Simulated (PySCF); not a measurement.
Structure with atom numbers: `[CH3:1][C:2](=[O:3])[Cl:4]`; H(Xn) means a hydrogen on atom n.

Geometry: PBE0-D3(BJ)/def2-SVP; GIAO shifts from PySCF, gas phase, non-relativistic, averaged over equivalent atoms.

At CAM-B3LYP/pcSseg-2 (193 basis functions, 14 s wall time on 1 thread of an Arm Neoverse V1, shared host):
```csv
atoms,δ (ppm)
C2,188.8
C1,35.1
O3,599.3
Cl4,477.1
H(C1),2.47
```

Shifts are taken against calculated references (same method and geometry level): ¹³C (σ = 182.55 ppm), ¹H (σ = 31.34 ppm) against TMS; ¹⁷O (σ = 329.76 ppm) against H2O; ³⁵Cl (σ = 934.42 ppm) against HCl.

**Question.** Estimate the result of repeating the calculation with LC-wPBE/pcSseg-2.

**Answer.** 
```
atoms  δ at LC-wPBE/pcSseg-2  change
   C2                  189.1    +0.3
   C1                   35.5    +0.4
   O3                  599.2    -0.1
  Cl4                  461.6   -15.5
H(C1)                   2.42   -0.05
```

References, each an isolated molecule treated in the same way: ¹³C (188.30 ppm) and ¹H (31.32 ppm) against TMS; ¹⁷O (332.63 ppm) vs H2O; ³⁵Cl (944.79 ppm) vs HCl.

The largest change is at Cl4 (chlorine bonded to C). Cost: 193 basis functions, 19 s wall time on 1 thread of an Arm Neoverse V1, shared host.

Carbons that carry Cl, above all several Cl atoms, come out too deshielded, partly because spin–orbit coupling is missing. Unscaled 17O shifts of doubly bonded oxygen tend to come out too high, by tens of ppm or more. Experimental scales use liquid or dissolved standards, which lie at an offset from isolated H2O (liquid H2O: subtract about 36 ppm).
